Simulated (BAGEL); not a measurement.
# B3LYP/cc-pVDZ (density fitting with cc-pvqz-jkfit) run of C4H7NO (2-methyloxazoline)

Aim: the energy change on altering one bond length of C4H7NO (2-methyloxazoline) at B3LYP/cc-pVDZ (density fitting with cc-pvqz-jkfit), from 2 runs. 

The calculation is run with BAGEL 1.2.2.

## (1) The structure to begin with

The species is C4H7NO (13 atoms), meant as a singlet with charge 0. As SMILES, `CC1=NCCO1`. The shape is that of a PBE0-D4/def2-TZVP optimisation.

Bond lengths: C1–C2 1.480 Å, C2–N3 1.265 Å, N3–C4 1.458 Å, C4–C5 1.539 Å, C2–O6 1.357 Å, C5–O6 1.435 Å, C1–H7 1.087 Å, C1–H8 1.092 Å, C1–H9 1.092 Å, C4–H10 1.093 Å, C4–H11 1.093 Å, C5–H12 1.092 Å, C5–H13 1.092 Å. Some angles: C1–C2–N3 126.6°, C1–C2–O6 114.9°, N3–C2–O6 118.5°, C2–N3–C4 106.8°, N3–C4–C5 104.8°, C4–C5–O6 103.8°, C2–O6–C5 106.1°, C2–C1–H7 109.6°, C2–C1–H8 110.1°, C2–C1–H9 110.1°.

## (2) A single-point energy at B3LYP/cc-pVDZ (density fitting with cc-pvqz-jkfit)

job.json

```json
{ "bagel" : [

{
  "title" : "molecule",
  "basis" : "cc-pvdz.json",
  "df_basis" : "cc-pvqz-jkfit",
  "angstrom" : true,
  "geometry" : [
    { "atom" : "C", "xyz" : [   -1.359820,   -0.816450,    1.439010 ] },
    { "atom" : "C", "xyz" : [   -0.377510,   -0.344290,    0.437550 ] },
    { "atom" : "N", "xyz" : [    0.524080,   -1.035830,   -0.117470 ] },
    { "atom" : "C", "xyz" : [    1.239190,   -0.145560,   -1.023300 ] },
    { "atom" : "C", "xyz" : [    0.543370,    1.217660,   -0.863660 ] },
    { "atom" : "O", "xyz" : [   -0.484280,    0.966720,    0.105630 ] },
    { "atom" : "H", "xyz" : [   -1.197090,   -1.872220,    1.640680 ] },
    { "atom" : "H", "xyz" : [   -2.375960,   -0.662720,    1.069020 ] },
    { "atom" : "H", "xyz" : [   -1.258220,   -0.243200,    2.363190 ] },
    { "atom" : "H", "xyz" : [    2.297590,   -0.110470,   -0.751630 ] },
    { "atom" : "H", "xyz" : [    1.180300,   -0.529250,   -2.045330 ] },
    { "atom" : "H", "xyz" : [    0.070050,    1.576310,   -1.779680 ] },
    { "atom" : "H", "xyz" : [    1.198290,    1.999320,   -0.474030 ] }
  ]
},
{ "title" : "ks", "xc_func" : "b3lyp" },
{ "title" : "print", "file" : "orbitals.molden", "orbitals" : true }

]}
```

The basis set cc-pVDZ is read from a file made from the Basis Set Exchange's data (not shown).

The run is started by

```console
$ BAGEL_NUM_THREADS=1 BAGEL job.json > job.out
```

Log:

```text
* using 1 threads per process

  ===============================================================
  ===============================================================

  *** Geometry ***

  { "atom" : "C", "xyz" : [     -2.569687,     -1.542867,      2.719335 ] },
  { "atom" : "C", "xyz" : [     -0.713391,     -0.650614,      0.826850 ] },
  { "atom" : "N", "xyz" : [      0.990368,     -1.957435,     -0.221986 ] },
  { "atom" : "C", "xyz" : [      2.341730,     -0.275069,     -1.933757 ] },
  { "atom" : "C", "xyz" : [      1.026820,      2.301044,     -1.632081 ] },
  { "atom" : "O", "xyz" : [     -0.915157,      1.826836,      0.199612 ] },
  { "atom" : "H", "xyz" : [     -2.262172,     -3.537983,      3.100436 ] },
  { "atom" : "H", "xyz" : [     -4.489914,     -1.252359,      2.020155 ] },
  { "atom" : "H", "xyz" : [     -2.377691,     -0.459581,      4.465782 ] },
  { "atom" : "H", "xyz" : [      4.341816,     -0.208758,     -1.420375 ] },
  { "atom" : "H", "xyz" : [      2.230444,     -1.000138,     -3.865114 ] },
  { "atom" : "H", "xyz" : [      0.132375,      2.978794,     -3.363108 ] },
  { "atom" : "H", "xyz" : [      2.264440,      3.778167,     -0.895787 ] },

  Number of auxiliary basis functions:      993

  Since a DF basis is specified, we compute 2- and 3-index integrals:
    o Being stored without compression. Storage requirement is 0.112 GB

  Number of basis functions:      119
  Number of electrons      :       46

    * METHOD: MOLECULE                             1.25

  *** Kohn-Sham DFT ***

    * Removing 28207 points whose weight is below 1.00e-10
    * Grid points: 165571

  === Nuclear Repulsion ===
   242.3778604391

       - DIIS with orbital gradients will be used.

  === KS iteration (b3lyp / cc-pvdz.json) ===
      0       -232.11340354          0.11315219           0.83
      1       -187.74393161          0.13769008           0.79
      2       -199.87981825          0.13415925           0.80
      3       -273.08046772          0.08771167           0.80
      4       -285.19404248          0.03749311           0.80
      5       -286.46712019          0.01220458           0.79
      6       -286.41125107          0.01435587           0.80
      7       -286.56000521          0.00767467           0.80
      8       -286.59684832          0.00439963           0.79
      9       -286.61560299          0.00081305           0.82
     10       -286.61615987          0.00034341           0.80
     11       -286.61628263          0.00013791           0.80
     12       -286.61630110          0.00001726           0.83
     13       -286.61630123          0.00001273           0.80
     14       -286.61630138          0.00000362           0.80
     15       -286.61630139          0.00000288           0.81
     16       -286.61630139          0.00000044           0.82
     17       -286.61630139          0.00000029           0.80
     18       -286.61630139          0.00000008           0.80
     19       -286.61630139          0.00000004           0.79
     20       -286.61630139          0.00000002           0.80
     21       -286.61630139          0.00000001           0.80
    * SCF iteration converged.

    * Permanent dipole moment:
           (    0.023417,    -0.464104,     0.130096) a.u.

    * METHOD: KS                                  19.00

    * METHOD: PRINT                                0.02

  ===============================================================
```

It took 21 s on 1 thread of Arm Neoverse V2, shared host; peak memory 0.9 GiB.

## (3) The distorted shape, same level

dft.json

```json
{ "bagel" : [

{
  "title" : "molecule",
  "basis" : "cc-pvdz.json",
  "df_basis" : "cc-pvqz-jkfit",
  "angstrom" : true,
  "geometry" : [
    { "atom" : "C", "xyz" : [   -1.330375,   -0.624605,    1.950025 ] },
    { "atom" : "C", "xyz" : [   -0.348065,   -0.152445,    0.948565 ] },
    { "atom" : "N", "xyz" : [    0.553525,   -0.843985,    0.393545 ] },
    { "atom" : "C", "xyz" : [    1.268635,    0.046285,   -0.512285 ] },
    { "atom" : "C", "xyz" : [    0.572815,    1.409505,   -0.352645 ] },
    { "atom" : "O", "xyz" : [   -0.454835,    1.158565,    0.616645 ] },
    { "atom" : "H", "xyz" : [   -1.167645,   -1.680375,    2.151695 ] },
    { "atom" : "H", "xyz" : [   -2.346515,   -0.470875,    1.580035 ] },
    { "atom" : "H", "xyz" : [   -1.228775,   -0.051355,    2.874205 ] },
    { "atom" : "H", "xyz" : [    2.327035,    0.081375,   -0.240615 ] },
    { "atom" : "H", "xyz" : [    1.180300,   -0.529250,   -2.045330 ] },
    { "atom" : "H", "xyz" : [    0.099495,    1.768155,   -1.268665 ] },
    { "atom" : "H", "xyz" : [    1.227735,    2.191165,    0.036985 ] }
  ]
},
{ "title" : "ks", "xc_func" : "b3lyp" },
{ "title" : "print", "file" : "orbitals.molden", "orbitals" : true }

]}
```

The basis set cc-pVDZ is read from a file made from the Basis Set Exchange's data (not shown).

The run is started by

```console
$ BAGEL_NUM_THREADS=1 BAGEL dft.json > dft.out
```

Log:

```text
* using 1 threads per process

  ===============================================================
  ===============================================================

  *** Geometry ***

  { "atom" : "C", "xyz" : [     -2.514044,     -1.180332,      3.685013 ] },
  { "atom" : "C", "xyz" : [     -0.657748,     -0.288079,      1.792528 ] },
  { "atom" : "N", "xyz" : [      1.046011,     -1.594901,      0.743692 ] },
  { "atom" : "C", "xyz" : [      2.397373,      0.087466,     -0.968078 ] },
  { "atom" : "C", "xyz" : [      1.082463,      2.663578,     -0.666402 ] },
  { "atom" : "O", "xyz" : [     -0.859514,      2.189371,      1.165290 ] },
  { "atom" : "H", "xyz" : [     -2.206529,     -3.175449,      4.066114 ] },
  { "atom" : "H", "xyz" : [     -4.434271,     -0.889825,      2.985833 ] },
  { "atom" : "H", "xyz" : [     -2.322048,     -0.097047,      5.431460 ] },
  { "atom" : "H", "xyz" : [      4.397459,      0.153776,     -0.454696 ] },
  { "atom" : "H", "xyz" : [      2.230444,     -1.000138,     -3.865114 ] },
  { "atom" : "H", "xyz" : [      0.188018,      3.341329,     -2.397429 ] },
  { "atom" : "H", "xyz" : [      2.320083,      4.140702,      0.069892 ] },

  Number of auxiliary basis functions:      993

  Since a DF basis is specified, we compute 2- and 3-index integrals:
    o Being stored without compression. Storage requirement is 0.112 GB

  Number of basis functions:      119
  Number of electrons      :       46

    * METHOD: MOLECULE                             1.26

  *** Kohn-Sham DFT ***

    * Removing 27563 points whose weight is below 1.00e-10
    * Grid points: 166215

  === Nuclear Repulsion ===
   240.3559372782

       - DIIS with orbital gradients will be used.

  === KS iteration (b3lyp / cc-pvdz.json) ===
      0       -230.47706784          0.11535144           0.85
      1       -187.90746295          0.13593612           0.80
      2       -199.21214436          0.13209984           0.81
      3       -273.77187240          0.08263759           0.80
      4       -284.04940180          0.04981360           0.80
      5       -284.30732033          0.03693613           0.81
      6       -285.86578400          0.02546637           0.83
      7       -286.04743292          0.02322955           0.81
      8       -286.04983504          0.02267509           0.80
      9       -286.51018109          0.00639011           0.80
     10       -286.54478957          0.00199228           0.81
     11       -286.54845528          0.00076193           0.80
     12       -286.54905592          0.00018336           0.80
     13       -286.54909229          0.00005795           0.80
     14       -286.54909582          0.00002260           0.81
     15       -286.54909633          0.00000788           0.81
     16       -286.54909637          0.00000440           0.81
     17       -286.54909638          0.00000175           0.81
     18       -286.54909639          0.00000105           0.80
     19       -286.54909639          0.00000032           0.81
     20       -286.54909639          0.00000013           0.80
     21       -286.54909639          0.00000009           0.81
     22       -286.54909639          0.00000003           0.81
     23       -286.54909639          0.00000001           0.81
     24       -286.54909639          0.00000000           0.80
    * SCF iteration converged.

    * Permanent dipole moment:
           (    0.134206,    -0.599104,    -0.223679) a.u.

    * METHOD: KS                                  21.51

    * METHOD: PRINT                                0.02

  ===============================================================
```

It took 23 s on 1 thread of Arm Neoverse V2, shared host; peak memory 0.91 GiB.

## (4) What came out

Level: B3LYP/cc-pVDZ (density fitting with cc-pvqz-jkfit).

| quantity | value |
| --- | --- |
| first shape: total energy | -286.61630 Eh |
| first shape: dipole moment | 1.23 D |
| first shape: HOMO energy | -6.55 eV |
| first shape: LUMO energy | 0.83 eV |
| first shape: HOMO–LUMO gap | 7.39 eV |
| distorted shape: total energy | -286.54910 Eh |
| distorted shape: dipole moment | 1.66 D |
| distorted shape: HOMO energy | -6.54 eV |
| distorted shape: LUMO energy | -0.56 eV |
| distorted shape: HOMO–LUMO gap | 5.98 eV |
| energy change with the C4–H11 bond stretched from 1.093 to 1.640 Å | 1.829 eV |

What this shows: With the C4–H11 bond stretched from 1.093 to 1.640 Å the energy rises by 1.83 eV (42 kcal/mol). The first shape isn't relaxed at this level, so the change isn't measured from a minimum.
